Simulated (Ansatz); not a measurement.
Frontier orbitals of C2H2O2 (`O=CC=O`).

```xyz
6

O    -1.276    0.268   -1.123
C    -0.278    0.497   -0.502
C     0.278   -0.497    0.502
O     1.276   -0.268    1.122
H     0.309    1.431   -0.606
H    -0.309   -1.431    0.605
```

Total charge 0; spin multiplicity 1. Geometry: relaxed with PBE0-D4/def2-TZVP. It is one conformer, not always the lowest. Basis def2-TZVPP, Ansatz 0.2.0.

A caution on the coupled-cluster cation, which keeps the state that its UHF reference found: large T1 diagnostic of the cation; spin contamination of the cation.

```json
{"functional": "B97M-V", "HOMO (eV)": "-6.72", "LUMO (eV)": "-3.98"}
```

(1) Give HOMO and LUMO (eV) with LDA (SPW92), PBE, revPBE, BLYP, r2SCAN, PBE0, B3LYP, r2SCANh, r2SCAN0, HSE06 (plane-wave form), BHLYP, CAM-B3LYP, LC-ωPBE, ωB97X-V, ωB97M-V, HF. (Estimate.)

Answers

(1) The calculation gave: 
```tsv
functional	HOMO	LUMO
LDA (SPW92)	-6.39	-4.55
PBE	-6.24	-4.26
revPBE	-6.17	-4.16
BLYP	-6.20	-4.13
r2SCAN	-6.55	-4.13
PBE0	-7.84	-3.13
B3LYP	-7.65	-3.40
r2SCANh	-7.15	-3.71
r2SCAN0	-8.06	-3.07
HSE06 (plane-wave form)	-7.43	-3.52
BHLYP	-9.46	-1.90
CAM-B3LYP	-9.34	-1.90
LC-ωPBE	-10.59	-0.62
ωB97X-V	-10.29	-0.69
ωB97M-V	-10.22	-0.74
HF	-11.93	1.15
```

B3LYP here is the variant with VWN-RPA as its local correlation; programs differ in this. LC-ωPBE has ω = 0.4 bohr⁻¹.
